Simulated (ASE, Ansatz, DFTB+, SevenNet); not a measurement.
**fcc Ag, lattice constant a**

Reference value: 4.062 Å (measured, static lattice: zero-point anharmonic expansion removed, sources range from 4.056 to 4.063; as tabulated in Mejia-Rodriguez and Trickey (2018), arXiv:1807.09216).

```
level (code)               value (Å)
------------------------  ----------
EMT (ASE)                      4.064
GFN1-xTB (DFTB+)          (withheld)
SevenNet-l3i5 (SevenNet)       4.165
LDA (Ansatz)                   4.001
PBE (Ansatz)              (withheld)
RPBE (Ansatz)                  4.211
rVV10 (Ansatz)                 4.167
r²SCAN (Ansatz)                4.104
HSE06 (Ansatz)            (withheld)
```

### Question
What belongs in the gaps?

### Answer

- GFN1-xTB (DFTB+), value (Å): 4.202
- PBE (Ansatz, a program for electronic structure), value (Å): 4.147
- HSE06 (Ansatz), value (Å): 4.140

Errors against the reference: EMT +0.05 %, GFN1-xTB +3.45 %, SevenNet-l3i5 +2.54 %, LDA -1.50 %, PBE +2.09 %, RPBE +3.67 %, rVV10 +2.58 %, r²SCAN +1.03 %, HSE06 +1.92 %.

Leaving aside EMT, which can be fitted to such values or carry a doubt: Of these levels r²SCAN (+1.03 %) comes nearest. Farthest off: RPBE (+3.67 %). Within 2 %: LDA, r²SCAN, HSE06. Of the first-principles levels, DFT without exact exchange (LDA, r²SCAN) would do here.

GFN1-xTB: the method was fitted mainly to molecules. Cutoffs and k meshes differ between the levels. Ansatz's density-functional and Hartree–Fock values are scalar-relativistic unless marked +SOC, with PAW data made under PBE.

Empirical potentials (EMT) are fitted to chosen data, which need not cover the solid at hand: agreement can be built in, and what lay outside the fit can be far off. Machine-learned potentials (SevenNet-l3i5) are trained on DFT data, which may include these solids.

Differences are worked out from the printed values.
